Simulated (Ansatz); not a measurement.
Tetradymite Bi2Se3 was calculated with PBEsol (Ansatz, a first-principles code, PAW).

Run with plane-wave cutoff 520 eV, 10×10×10 k mesh, Fermi–Dirac smearing 0.01 eV, scalar-relativistic PAW data made under PBE.

A third-order Birch–Murnaghan fit to the energies gives V0 = 28.166 Å³/atom, B0 = 28.6 GPa, B′ = 17.6.

| V (Å³/atom) | P (GPa) |
|---|---|
| 27.048 | ___ |
| 27.611 | ___ |
| 28.175 | -0.003 |
| 28.738 | ___ |
| 29.302 | -0.744 |

### Question
Estimate the withheld pressures from this fit; the answers are the runs' own values.

### Answer

- 27.048, P (GPa): 1.591
- 27.611, P (GPa): 0.696
- 28.738, P (GPa): -0.487

The formula P = (3/2) B0 (x^(7/3) − x^(5/3)) [1 + (3/4)(B′ − 4)(x^(2/3) − 1)] with x = V0/V meets the computed pressures within 0.03 GPa when these rounded values are put in.

Shape and atoms are relaxed at each volume.

Note: the cell comes from a level without a dispersion term, which matters for the spacing of layers, chains or molecules; the bulk modulus comes from volumes at which shape and atoms were relaxed.

Spin–orbit coupling is not included; it can shift volumes and moduli of such heavy elements.

Computed values are for the static lattice.
